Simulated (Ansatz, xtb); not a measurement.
**Relaxing a trial structure of H3NO2S**

The starting geometry of this gas-phase singlet has its atoms placed at random.

```xyz
7

N    -1.0098    0.2220   -1.1854
O    -0.1103    0.4563    1.5841
O     0.1927    0.8575   -0.4464
S     0.7128   -0.6139    0.0623
H    -0.2442   -0.1218   -1.9540
H     0.3952   -2.0359   -0.8247
H     1.1337    0.5669   -0.4929
```

Task: Guess where an optimisation with r2SCAN-D4/def2-SVP ends from this start.

Result: It ends as `O=[SH]NO`. Contacts that open: O3–S4 (1.64 → 2.62 Å), S4–H7 (1.37 → 2.76 Å). Contacts that close: N1–S4 (2.29 → 1.78 Å), O2–S4 (2.03 → 1.48 Å), S4–H6 (1.71 → 1.41 Å).

The energy falls by 12.23 eV over 15 steps:

```csv
step,E − E(last) (eV)
1,12.231
3,6.465
4,5.282
6,1.130
7,0.598
9,0.045
10,0.009
12,0.001
13,0.000
15,0.000
```

Final geometry (Å):

```
atom    x (Å)    y (Å)    z (Å)
   N  -0.3198   0.1925  -0.8973
   O  -0.2641  -0.6415   1.6412
   O   0.2798   1.4513  -0.9829
   S   0.4616  -0.7957   0.3568
   H  -0.2415  -0.2977  -1.8009
   H  -0.0593  -1.9055  -0.3397
   H   1.2134   1.3277  -1.2341
```

From the same start GFN2-xTB reaches the same bonding as this run.

From so rough a start the end depends on the optimiser's path, so another program may land elsewhere. No frequencies were run, so the end isn't proven a minimum. Run with Ansatz 0.2.0, 19 s on 2 threads of Arm Neoverse V2, with other jobs on the host.
